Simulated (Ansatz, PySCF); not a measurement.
This PySCF input computes a CCSD(T)/cc-pVDZ energy:

```python
from pyscf import gto, scf, mp, cc as ccmod

mol = gto.M(
    atom='''
    C    -0.00000000   -0.00000000   -0.62165074
    C     0.00000000    0.00000000    0.62165074
    H     0.00000000    0.00000000    1.70119702
    H    -0.00000000   -0.00000000   -1.70119702
    ''',
    basis='cc-pvdz',
    charge=1,
    spin=1,
    symmetry='D2h',
    verbose=4,
)

mf = scf.UHF(mol)
mf.conv_tol = 1e-10
mf.max_cycle = 100
mf.kernel()
mp2 = mp.MP2(mf, frozen=2).run()
cc = ccmod.CCSD(mf, frozen=2)
cc.max_cycle = 100
cc.kernel()
et = cc.ccsd_t()
print(f'E(CCSD(T)) = {cc.e_tot + et:.9f}')
```

Task: Write an input for the same energy in Ansatz (a quantum-chemistry and plane-wave program) and say what it gives.

Result: 
Ansatz 0.2 input:
```yaml
crystal:
  periodic: [false, false, false]
  atoms:
    - {symbol: C, position_ang: [-0.00000000, -0.00000000, -0.62165074]}
    - {symbol: C, position_ang: [0.00000000, 0.00000000, 0.62165074]}
    - {symbol: H, position_ang: [0.00000000, 0.00000000, 1.70119702]}
    - {symbol: H, position_ang: [-0.00000000, -0.00000000, -1.70119702]}
basis:
  gaussian:
    orbitals: cc-pVDZ
total_charge: 1
magnetization: {spin_polarized: true, initial_magnetization: 1}
correlation: {method: ccsd_t, electrons: outside_noble_gas}
```
It gives -76.70496 Eh, and PySCF -76.70496 Eh, a difference of 0.00 mEh.
